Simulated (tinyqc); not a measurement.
Inside a calculation. Method: Hueckel theory of the pi electrons, for the molecule c1cc[nH]c1 (SMILES; centres numbered as the heavy atoms are written). Computed by tinyqc, a small Python program that keeps every step. Settings: charge = 0. Command: `OMP_NUM_THREADS=1 python tinyqc.py 29470 29471 out.jsonl` (the two numbers bound the seeds that draw the settings). One thread of a shared host (Intel(R) Xeon(R) Processor @ 2.60GHz), about 0.01 s of CPU time with the checks.

## The Hueckel matrix

Centres:
```
centre  z_r, pi electrons of the neutral centre         h
1C                                            1  0.000000
2C                                            1  0.000000
3C                                            1  0.000000
4N                                            2  1.500000
5C                                            1  0.000000
```

Bonds:
```
i  j         k
1  2         1
2  3         1
3  4  0.800000
4  5  0.800000
5  1         1
```

H_rr = alpha + h_r beta, H_rs = k_rs beta for bonded centres.

Hueckel matrix in units of beta (H = alpha + beta A), order 1C, 2C, 3C, 4N, 5C:
```
[[0.000000, 1.000000, 0.000000, 0.000000, 1.000000],
 [1.000000, 0.000000, 1.000000, 0.000000, 0.000000],
 [0.000000, 1.000000, 0.000000, 0.800000, 0.000000],
 [0.000000, 0.000000, 0.800000, 1.500000, 0.800000],
 [1.000000, 0.000000, 0.000000, 0.800000, 0.000000]]
```

## Orbitals

pi electrons, sum of z_r less the charge = 6

Diagonalise; E = alpha + x beta with beta < 0, so the largest x are filled first; degenerate levels share their electrons. P = sum n_i c_ri c_si; each orbital has its largest coefficient positive (the first on a tie).

x values: [2.319584, 1.188675, 0.618034, -1.008258, -1.618034]

occupations: [2.000000, 2.000000, 2.000000, 0.000000, 0.000000]

coefficients, order 1C, 2C, 3C, 4N, 5C:
```
[[0.287255, 0.576253, -0.371748, -0.292262, 0.601501],
 [0.287255, 0.576253, 0.371748, -0.292262, -0.601501],
 [0.379057, 0.108724, 0.601501, 0.586937, 0.371748],
 [0.740000, -0.558769, 0.000000, -0.374403, 0.000000],
 [0.379057, 0.108724, -0.601501, 0.586937, -0.371748]]
```

charge and bond-order matrix P, order 1C, 2C, 3C, 4N, 5C:
```
[[1.105560, 0.552773, -0.104136, -0.218847, 0.790292],
 [0.552773, 1.105560, 0.790292, -0.218847, -0.104136],
 [-0.104136, 0.790292, 1.034618, 0.439501, -0.412596],
 [-0.218847, -0.218847, 0.439501, 1.719645, 0.439501],
 [0.790292, -0.104136, -0.412596, 0.439501, 1.034618]]
```

## Energy, charges, bond orders

E = sum n x; q_r = z_r - P_rr; bond order p = P_rs; free valence = sqrt(3) - sum of p over the bonds of the atom.

pi energy = 6 alpha + this times beta = 8.252584

pi charges: [-0.105560, -0.105560, -0.034618, 0.280355, -0.034618]

Bond orders and lengths from R = 1.517 - 0.180 p (angstrom, C-C alone):
```
bond         p         R
1-2   0.552773  1.417501
2-3   0.790292  1.374748
3-4   0.439501         -
4-5   0.439501         -
5-1   0.790292  1.374748
```

free valence of the carbons: [0.388986, 0.388986, 0.502258, 0.502258]

gap between the highest filled and the next level = 1.626292 |beta|
